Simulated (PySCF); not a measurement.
**Computed χzz against gas-phase spectroscopy**

Values to reproduce (atoms as numbered below): 14N at N1/N2: χzz = -5.3 MHz [1].
[1] measured, gas; W. C. Bailey, Calculation of NQCC in Gaseous State Molecules (compilation of microwave values)

N₂.
Cartesian coordinates in Å at the PBE0-D3(BJ)/def2-TZVP level; atoms count from 1:
```xyz
2
N2 angstrom
N     -0.492   -0.221    0.054
N      0.509    0.193   -0.066
```

The species is `N#N` (N2).

Q: What do the calculations give?

A: PySCF, non-relativistic, all at one geometry, with Q(14N) = 0.02044 b, means over equivalent atoms:

```tsv
level	functions	14N N1/N2 (MHz)	computed/reference − 1 (%)
B3LYP/pcJ-2	102	-5.972	+12.7
B97-2/pcJ-2	102	-5.800	+9.4
PBE0/pcSseg-2	72	-5.903	+11.4
PBE0/pcJ-2	102	-5.835	+10.1
```

Closest here is B97-2/pcJ-2 (9.4 % unsigned error), furthest B3LYP/pcJ-2 (12.7 %); one molecule doesn't rank methods. Computed values are for fixed nuclei, while measured ones can include vibrational averaging. Isolated species at its PBE0-D3(BJ)/def2-TZVP geometry, gas phase.
